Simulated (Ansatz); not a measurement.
AlSiH5O, closed shell: at the start structure of a reaction step.

in.yaml

```yaml
crystal:
  periodic: [false, false, false]
  atoms:
    - {symbol: Al, position_ang: [-0.938051, -0.277470, -0.327887]}
    - {symbol: Si, position_ang: [1.417177, 0.332133, -0.064861]}
    - {symbol: H, position_ang: [-1.628121, -0.664362, -1.707243]}
    - {symbol: O, position_ang: [-1.875637, -0.278599, 1.088247]}
    - {symbol: H, position_ang: [1.775249, 0.670513, 1.339584]}
    - {symbol: H, position_ang: [2.300030, -0.786648, -0.506624]}
    - {symbol: H, position_ang: [1.754561, 1.506919, -0.920486]}
    - {symbol: H, position_ang: [-2.805306, -0.502387, 1.099268]}
basis:
  gaussian: {orbitals: def2-TZVPP}
hamiltonian: {xc: {name: wB97X-V}}
```

Run by:

```bash
ansatz run in.yaml --threads 2 --pin off --events-out ev --progress --plain --max-ram 4352MiB
```

What Ansatz 0.2.0 printed:

```
Functional definition: wB97X-V
  name "wB97X-V"
  cite "Mardirossian & Head-Gordon, Phys. Chem. Chem. Phys. 16, 9904 (2014) doi:10.1039/C3CP54374A"
  cite "Becke, J. Chem. Phys. 107, 8554 (1997) doi:10.1063/1.475007"
  cite "Vydrov & Van Voorhis, J. Chem. Phys. 133, 244103 (2010) doi:10.1063/1.3521275"
  parameter omega = 0.3/bohr
  parameter cx = 0.167
  parameter cx1 = 0.603
  parameter cx2 = 1.194
  parameter css0 = 0.556
  parameter css1 = -0.257
  parameter cos0 = 1.219
  parameter cos1 = -1.850
  parameter b = 6.0
  parameter c = 0.01
  exchange = spin_sum(e_x_unif_sr(omega)*poly(b97_u_x, 1 - cx, cx1, cx2)) + cx*exact_x_sr(omega) + exact_x_lr(omega)
  correlation = spin_sum(e_c_pw_same_spin*poly(b97_u_same, css0, css1))
      + integral(e_c_pw_opposite_spin*poly(b97_u_opposite, cos0, cos1)) + vv10(b, c)
1025 factors; their error is unknown
247 factors; integrals over basis functions are off by at most 1.3e-5 eV
mean field evaluation 1: about -16597.8179 eV, gradient 5.2e1 eV
mean field evaluation 2: about -16595.4800 eV, gradient 6.6e1 eV
mean field evaluation 4: about -16602.4963 eV, gradient 5.5e-1 eV
mean field evaluation 8: about -16602.5171 eV, gradient 1.6e-1 eV
mean field -16602.51716210 eV, -610.1312521168 hartree, gradient 6.6e-5 eV, S^2 0.000000; 0 other end points of the search recorded, 0 dependent functions left out
reference -16602.51715976 eV, -610.1312520309 hartree; 20, 20 occupied and 165, 165 virtual orbitals, 1025 factors
Total energy: -16602.51715976 eV, -610.1312520309 hartree
```

The lines “mean field evaluation” count trial sets of orbitals through the whole run, from several starts and some on an approximate energy, so they need not fall steadily or lie above the final value.

The run took about 7 s on 2 CPU threads of an Arm Neoverse V2 (shared host).
